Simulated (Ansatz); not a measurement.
This Ansatz (a first-principles code) input (CCSD(T)/def2-SV(P)) gives -100.11729 Eh with 16 basis functions. A basis named .json is the Basis Set Exchange file of that set (core-valence sets with the plain set on hydrogen).

Ansatz 0.2 input:
```yaml
crystal:
  periodic: [false, false, false]
  atoms:
    - {symbol: F, position_ang: [-0.00000000, -0.00000000, -0.09245367]}
    - {symbol: H, position_ang: [0.00000000, 0.00000000, 0.83208299]}
basis:
  gaussian:
    orbitals: def2-SV_P_.json
magnetization: {spin_polarized: false}
correlation: {method: ccsd_t, electrons: outside_noble_gas}
```

Change:
```diff
- orbitals: def2-SV_P_.json
+ orbitals: pcseg-4.json
```

Question: What does the run give now?

Answer: -100.38241 Eh (CCSD(T)/pcseg-4, 162 functions), a change of -265.12 mEh.
